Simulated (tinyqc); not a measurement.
Worked calculation: harmonic frequencies on the PBE/sto-6g surface (energies and gradients from PySCF), for HF, spin multiplicity 1. One step of it, computed by the program tinyqc.

Question. Normal modes. Diagonalise H_ij / sqrt(m_i m_j); the 5 smallest eigenvalues belong to translations and rotations; wavenumber = sqrt(eigenvalue / 1822.888) x 219474.63; each mode has its largest component positive (the first on a tie); zero-point energy = sum of wavenumbers / 2, with 349.755 1/cm per kcal/mol.

Hessian (symmetrised) (hartree/bohr^2), lower triangle:
```
             1Fx          1Fy          1Fz         2Hx         2Hy         2Hz
1Fx  -0.00003032
1Fy   0.00000000  -0.00003032
1Fz   0.00000000   0.00000000   0.48848781
2Hx   0.00001488   0.00000000   0.00000000  0.00000055
2Hy   0.00000000   0.00001488   0.00000000  0.00000000  0.00000055
2Hz   0.00000000   0.00000000  -0.48846680  0.00000000  0.00000000  0.48844578
```

masses (u): 1F 18.998403, 2H 1.007825

Give: eigenvalues of the mass-weighted Hessian; harmonic wavenumbers of the vibrations; mass-weighted modes; zero-point energy.

Answer.

eigenvalues of the mass-weighted Hessian (hartree/(bohr^2 u)): 0.0000  0.0000  0.0000  0.0000  0.0000  0.5104

harmonic wavenumbers of the vibrations (1/cm): 3672.4

mass-weighted modes:
```
      mode 1
1Fx   0.0000
1Fy   0.0000
1Fz  -0.2245
2Hx   0.0000
2Hy   0.0000
2Hz   0.9745
```

zero-point energy = 5.2499 kcal/mol
